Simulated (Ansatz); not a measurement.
**How the LO phonon frequency at X of zinc-blende AlN (metastable phase) moves with the method**

No measured value is used here.

```json
[
 {"level (code)": "LDA (Ansatz)", "value (cm⁻¹)": "719", "cell (Å³/atom)": "10.24"},
 {"level (code)": "PBE (Ansatz)", "value (cm⁻¹)": "?", "cell (Å³/atom)": "10.67"},
 {"level (code)": "revPBE (Ansatz)", "value (cm⁻¹)": "687", "cell (Å³/atom)": "10.82"},
 {"level (code)": "PBE-D3(BJ) (Ansatz)", "value (cm⁻¹)": "?", "cell (Å³/atom)": "10.45"},
 {"level (code)": "r²SCAN (Ansatz)", "value (cm⁻¹)": "728", "cell (Å³/atom)": "10.43"},
 {"level (code)": "r²SCAN+rVV10 (Ansatz)", "value (cm⁻¹)": "730", "cell (Å³/atom)": "10.39"},
 {"level (code)": "PBE0 (Ansatz)", "value (cm⁻¹)": "733", "cell (Å³/atom)": "10.39"}
]
```

Task: Some entries are withheld; supply them.

Result: 
- PBE (Ansatz, an electronic-structure program), value (cm⁻¹): 695
- PBE-D3(BJ) (Ansatz), value (cm⁻¹): 712

PBE-D3(BJ): the dispersion coefficients are held fixed in the derivatives. Each level is taken at its own relaxed cell. Cutoffs and k meshes differ between the levels. Ansatz's density-functional and Hartree–Fock values are scalar-relativistic unless marked +SOC, with PAW data made under PBE.
